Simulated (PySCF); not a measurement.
## How methods differ on the ionisation energy of F

F [He] 2s2 2p5 (2P) → F⁺ [He] 2s2 2p4 (3P), as a difference of total energies. Calculation: PySCF 2.14, in ANO-RCC-VTZP; the spin-free X2C one-electron Hamiltonian (Gaussian nucleus). Correlated levels: valence: 1s2 frozen. The calculations carry no spin-orbit coupling.

```csv
method,ionisation energy (eV),error (eV)
UHF,15.659,-1.768
MP2 (valence),17.241,-0.186
SCS-MP2 (valence),17.220,-0.207
CCSD (valence),17.147,-0.280
CCSD(T) (valence),17.191,-0.236
CCSDT (valence),17.192,-0.235
```

Reference: 17.427 eV (measured; NIST levels, between the centres of gravity of the two terms).

Errors of the correlated levels include the incompleteness of this basis and the frozen core.
